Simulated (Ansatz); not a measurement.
## HB–NH, triplet: vertical spin and charge gaps

Geometry (PBE0/def2-TZVP stationary point for this spin, not checked as a minimum):

```xyz
4

B     0.0000   -0.1240    0.7739
N     0.0000   -0.0224   -0.5980
H     0.0000    0.9564    1.3306
H     0.0000    0.6853   -1.3215
```

Basis cc-pVDZ; Ansatz 0.2.0. Correlated methods freeze the noble-gas cores. R marks a restricted (for open shells ROHF) determinant, U an unrestricted one. Active spaces: valence = (10e, 10o) chosen from the atoms' valence shells.

Gaps are energies of the second state less the first, at fixed atoms, for a selection of the levels run; each method lands on the state that its own search finds for that charge and spin.

For open shells CISD is restricted-active-space CI with the open shells as a complete middle space.

Problem. PBE gives 8.506 eV for removing an electron, to the doublet. Estimate what UCCSDT(Q) gives in cc-pVDZ.

Solution. UCCSDT(Q) in cc-pVDZ gives 8.352 eV, so against it PBE is off by 0.154 eV.

```csv
level,gap (eV),error (meV)
RMP2,8.380,28
UMP2,8.384,32
CISD,8.414,62
BCCD(T),8.358,6
RCCSDT,8.355,3
MRCISD (valence space),8.271,-81
r2SCAN,8.719,367
PBE0,8.646,294
B3LYP,8.604,252
wB97M-V,8.313,-39
```

Removing an electron, to the quartet: 11.032 eV at UCCSDT(Q).

```
                 level  gap (eV)  error (meV)
                   UHF     9.602        -1430
              UCCSD(T)    11.011          -21
                RCCSDT    11.024           -8
CASSCF (valence space)    10.294         -738
MRCISD (valence space)    10.958          -74
                  PBE0    11.233          201
                 B3LYP    11.328          296
               wB97M-V    11.216          184
                B2PLYP    11.168          136
               RPA-PBE    11.189          157
```

Quintet less triplet: 5.424 eV at UCCSDT(Q).

| level | gap (eV) | error (meV) |
| --- | --- | --- |
| RHF | 4.565 | -859 |
| UHF | 4.470 | -954 |
| RMP2 | 5.460 | 36 |
| UCCSD(T) | 5.406 | -18 |
| BCCD(T) | 5.406 | -18 |
| UCCSDT | 5.417 | -7 |
| RCCSDT(Q) | 5.424 | 0 |
| NEVPT2 (valence space) | 5.414 | -10 |
| SPW92 | 5.507 | 83 |
| B2PLYP | 5.542 | 118 |

In so small a basis the reference is far from its limit while semilocal and hybrid functionals are nearer theirs (RPA and double hybrids share much of the reference's basis error), so the functionals' errors here hold much of the reference's basis and frozen-core error, which can add to them or hide them.

Full CI isn't at hand for all of this; UCCSDT(Q) serves as the reference, and is uncertain by about the last step of the cluster series. The frozen core follows each run's orbitals, which can shift R against U totals by a few meV.
